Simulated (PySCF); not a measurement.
How far each method lies from RCCSDT for BH3⁺, doublet

Geometry: a PBE0/def2-TZVP stationary point for this spin, not checked as a minimum.

```xyz
4

B     0.0000    0.0000    0.0681
H     0.0000    0.7178   -0.9866
H     0.0000    0.0000    1.2424
H     0.0000   -0.7178   -0.9866
```

Basis aug-cc-pVDZ; PySCF 2.14.0. Only valence electrons are correlated (noble-gas cores frozen), which leaves 5 electrons in 49 orbitals. R marks a restricted (for open shells ROHF) determinant, U an unrestricted one.

Full CI isn't at hand for all of this; RCCSDT serves as the reference. It lacks quadruple excitations. The frozen core follows each run's orbitals, which can shift R against U totals by a few meV.

The UHF ⟨S²⟩ is 0.760, the T1 diagnostic (ROHF- or RHF-based CCSD) is 0.0170 and the largest doubles amplitude (ROHF- or RHF-based CCSD) is 0.043. The T1 diagnostic (UCCSD) is 0.0097.

```json
{"level": "RHF", "E − E(RCCSDT) (mEh)": "97.56", "share of correlation (%)": "0.00", "wall time": "–"}
{"level": "UHF", "E − E(RCCSDT) (mEh)": "93.24", "share of correlation (%)": "4.43", "wall time": "–"}
{"level": "RMP2", "E − E(RCCSDT) (mEh)": "22.75", "share of correlation (%)": "76.68", "wall time": "–"}
{"level": "UMP2", "E − E(RCCSDT) (mEh)": "23.01", "share of correlation (%)": "76.41", "wall time": "–"}
{"level": "RCCSD", "E − E(RCCSDT) (mEh)": "1.88", "share of correlation (%)": "98.08", "wall time": "–"}
{"level": "UCCSD", "E − E(RCCSDT) (mEh)": "1.79", "share of correlation (%)": "98.17", "wall time": "–"}
{"level": "RCCSD(T)", "E − E(RCCSDT) (mEh)": "0.43", "share of correlation (%)": "99.56", "wall time": "2.9 s"}
{"level": "UCCSD(T)", "E − E(RCCSDT) (mEh)": "0.42", "share of correlation (%)": "99.57", "wall time": "2.6 s"}
{"level": "UCCSDT", "E − E(RCCSDT) (mEh)": "-0.01", "share of correlation (%)": "100.01", "wall time": "76 s"}
```

The correlation energy at RCCSDT, counted from RHF, is -2.655 eV. That run took 81 s on 1 thread of Intel Xeon Platinum 8259CL, shared host.

Times are those of the correlated step on a shared host, with one SCF added for the restricted CCSD run; they ran on 1 thread of Intel Xeon Platinum 8259CL.
